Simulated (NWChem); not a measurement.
Species: chloroform (CHCl3); SMILES ClC(Cl)Cl

Results from NWChem. Structure relaxed at the PBE0/def2-SVP level. Computed dipoles belong to the equilibrium geometry; the measured one is vibrationally averaged.

Measured dipole moment: 1.01 D (NIST CCCBDB, as tabulated in the package chemicals).

| level | dipole moment (D) | computed − measured |
|---|---|---|
| PBE/3-21G | 1.41 | +0.40 |
| PBE/pcseg-1 | 1.14 | +0.13 |
| PBE/aug-pcseg-1 | 1.02 | +0.01 |
| PBE/pcseg-2 | 1.09 | +0.08 |
| PBE/def2-TZVPP | 1.02 | +0.01 |
